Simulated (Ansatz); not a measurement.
**AlBFH₃ (SMILES F[BH][AlH2]): single points off equilibrium**

The task here is to estimate one member of a computed series from the others.

The runs use Ansatz 0.2.0, Gaussian basis; single points in def2-TZVPP.

Cores are frozen in the correlated methods.

### Where the work starts

SMILES `F[BH][AlH2]`, 6 atoms, charge 0, spin multiplicity 1.

Atoms are counted from 1 here; the program's logs count them from 0.

Bond lengths: F1–B2 1.375 Å, B2–Al3 2.079 Å, B2–H4 1.209 Å, Al3–H5 1.443 Å, Al3–H6 1.655 Å. Angles: F1–B2–Al3 89.3°, F1–B2–H4 105.9°, Al3–B2–H4 164.9°, B2–Al3–H5 116.2°, B2–Al3–H6 127.4°, H5–Al3–H6 116.3°.

Geometry (Å):

```xyz
6
AlBFH3
F     0.0660   -1.4126   -0.8374
B    -0.9166   -0.7135   -0.1760
Al    0.5010    0.7016    0.3796
H    -1.9329   -1.3518   -0.3240
H     1.8451    0.4783   -0.0968
H     0.2512    2.0899    1.2447
```

The first run:

run/in.yaml reads:

```yaml
crystal:
  periodic: [false, false, false]
  atoms:
    - {symbol: F, position_ang: [0.066000, -1.412600, -0.837400]}
    - {symbol: B, position_ang: [-0.916600, -0.713500, -0.176000]}
    - {symbol: Al, position_ang: [0.501000, 0.701600, 0.379600]}
    - {symbol: H, position_ang: [-1.932900, -1.351800, -0.324000]}
    - {symbol: H, position_ang: [1.845100, 0.478300, -0.096800]}
    - {symbol: H, position_ang: [0.251200, 2.089900, 1.244700]}
basis:
  gaussian: {orbitals: def2-TZVPP}
correlation: {method: ccsd_t}
output: {forces: true}
```

The command line of these runs was not kept.

Steps of the session up to this table: CCSD(T)/def2-TZVPP; PBE0-D4/def2-TZVPP; wB97M-V/def2-TZVPP; r2SCAN-D4/def2-TZVPP; PBE-D4/def2-TZVPP; B97M-V/def2-TZVPP; CAM-B3LYP-D4/def2-TZVPP.

One table of the session follows, with a row left open; its other results are not shown here.

| method | RMS force component (eV/Å) | angle to CCSD(T) forces (°) | dipole (D) |
| --- | --- | --- | --- |
| CCSD(T) | 1.163 | reference | 0.68 |
| PBE0-D4 | 1.174 | 5.1 | 0.69 |
| wB97M-V | 1.126 | 2.5 | 0.66 |
| r2SCAN-D4 | 1.150 | 2.3 | 0.69 |
| PBE-D4 | 1.138 | 6.6 | 0.67 |
| B97M-V | ? | ? | ? |
| CAM-B3LYP-D4 | 1.155 | 5.3 | 0.70 |

**Question.** Estimate the row for B97M-V.

**Answer.** RMS force component (eV/Å): 1.140; angle to CCSD(T) forces (°): 7.0; dipole (D): 0.81. In the column «RMS force component (eV/Å)» it lies between PBE-D4 (1.138) and r2SCAN-D4 (1.150).
